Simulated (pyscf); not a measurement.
A first-order saddle from PySCF, ωB97X-D3(BJ)/def2-SVP:

```
Ga
O 1 1.7820
H 2 0.9640 1 116.40
H 1 1.6312 2 156.51 3 152.46
O 4 1.4580 1 77.64 2 35.13
H 5 0.9719 4 125.69 1 -114.89
```

Surface: singlet, charge 0. Lowest wavenumbers (cm⁻¹): 1458i, 177, 278, 322, 409.

### Question
Name the species on either side of this saddle.

### Answer
HO–Ga (SMILES [OH][Ga]) [singlet] + H₂O (SMILES O) ⇌ HO–GaH–OH (SMILES [OH][GaH][OH]), an insertion read from left to right: H–O broken and Ga–O, Ga–H formed. At CCSD(T)/def2-TZVPP + ΔMP2(QZVPP) it lies +173.8 kJ/mol from the left side and +244.5 kJ/mol from the right (each side as separated species at their lowest minima found). On the reactant side the descent ends in a bound adduct, 46.6 kJ/mol under the separated species and 216.9 kJ/mol under the saddle at ωB97X-D3(BJ)/def2-TZVP. One saddle was located; it need not be the lowest between these sides. The CCSD(T) − MP2 part came from Ansatz, without density fitting, on the same reference. The frozen core leaves the outer d or s,p core shells of the metals and heavy elements correlated in the MP2 and CC values, and def2-TZVPP describes them poorly, which can shift differences by a few kcal/mol. Elements up to Kr have no core potential and no relativistic terms here.
